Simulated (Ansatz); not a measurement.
Geometry optimisation, RKS PBE0-D4/def2-SVP in Ansatz 0.2.0.

Input:

```yaml
crystal:
  periodic: [false, false, false]
  atoms:
    - { symbol: C, position_ang: [-1.70173, 1.06032, -1.60547] }
    - { symbol: Si, position_ang: [-0.2559, 0.73468, -0.69881] }
    - { symbol: Si, position_ang: [0.75075, -0.62649, 0.83448] }
    - { symbol: H, position_ang: [-2.54527, 0.35676, -1.42736] }
    - { symbol: H, position_ang: [0.85543, 1.74791, -1.00183] }
    - { symbol: H, position_ang: [1.18906, -0.12046, 2.17953] }
    - { symbol: H, position_ang: [1.93962, -1.47335, 0.48001] }
    - { symbol: H, position_ang: [-0.23196, -1.67937, 1.23946] }
total_charge: -1
basis:
  gaussian: { orbitals: def2-SVP }
hamiltonian:
  xc: pbe0
  dispersion: d4
relax:
  f_tol: 0.015
  max_steps: 40
output:
  orbitals: {}
```

Launched with:

```bash
$ ansatz run input.yaml --threads 1 --pin off --max-ram 2048MiB --backend cpu --events-out ev --progress --plain --runs-dir out
```

Q: Where does it end, and by what steps?

A: The run converged. Limits of this set-up: an anion without diffuse functions, the dipole of an ion depends on the origin. After 7 steps the energy has fallen by 0.181 eV; H4 moved furthest, 0.35 Å.

```json
{"step": "0", "energy less start (eV)": "0.0000", "largest force component (eV/Å)": "1.351", "accepted": "yes"}
{"step": "1", "energy less start (eV)": "-0.1367", "largest force component (eV/Å)": "0.880", "accepted": "yes"}
{"step": "2", "energy less start (eV)": "-0.1694", "largest force component (eV/Å)": "0.329", "accepted": "yes"}
{"step": "3", "energy less start (eV)": "-0.1717", "largest force component (eV/Å)": "0.140", "accepted": "yes"}
{"step": "4", "energy less start (eV)": "-0.1802", "largest force component (eV/Å)": "0.083", "accepted": "yes"}
{"step": "5", "energy less start (eV)": "-0.1808", "largest force component (eV/Å)": "0.022", "accepted": "yes"}
{"step": "6", "energy less start (eV)": "-0.1809", "largest force component (eV/Å)": "0.017", "accepted": "yes"}
{"step": "7", "energy less start (eV)": "-0.1809", "largest force component (eV/Å)": "0.015", "accepted": "yes"}
```

```xyz
8
Properties=species:S:1:pos:R:3
C -1.705 0.991 -1.551
Si -0.166 0.878 -0.772
Si 0.678 -0.648 0.818
H -2.363 0.166 -1.190
H 0.940 1.864 -1.061
H 1.106 -0.095 2.166
H 1.883 -1.482 0.422
H -0.372 -1.674 1.168
```

Whether the end is a true minimum wasn't checked by a vibrational analysis.

The run took 20 s on 1 thread of Arm Neoverse V1, on a shared host, peak memory 0.14 GiB.
